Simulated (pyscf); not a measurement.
`[OH][SiH3]` + `[OH][BH][OH]` → `[OH][B]([OH])[OH]` + `[SiH4]`, a four-centre exchange (singlet surface; O–Si, B–H broken, B–O, H–Si formed). PySCF, gas phase, ωB97X-D3(BJ)/def2-SVP geometries. Energies in kcal/mol from the separated reactants.

Small-basis levels: PySCF, no dispersion term, spherical d functions. 

Problem. Quick B3LYP/6-31G* single points give ΔE‡ = 23.4 kcal/mol and ΔE = -13.4 kcal/mol. What does ωB97M-D3(BJ)/def2-TZVP give, and how far is the quick result from it?

Solution. ωB97M-D3(BJ)/def2-TZVP gives ΔE‡ = 21.8 kcal/mol and ΔE = -10.0 kcal/mol. B3LYP/6-31G* lies 1.5 kcal/mol over it in the barrier and 3.4 kcal/mol under it in the reaction energy, so on this step it does not hold to within 3.0 kcal/mol. ωB97M-D3(BJ)/def2-TZVP has limits of its own. On the reactant side the descent ends in a complex (not fully relaxed), 5.9 kcal/mol under the separated species and 27.1 kcal/mol under the saddle at ωB97X-D3(BJ)/def2-TZVP. The reactants may also form a dative adduct at HO–BH–OH; it and routes through it were not searched. One saddle was located; it need not be the lowest between these sides.
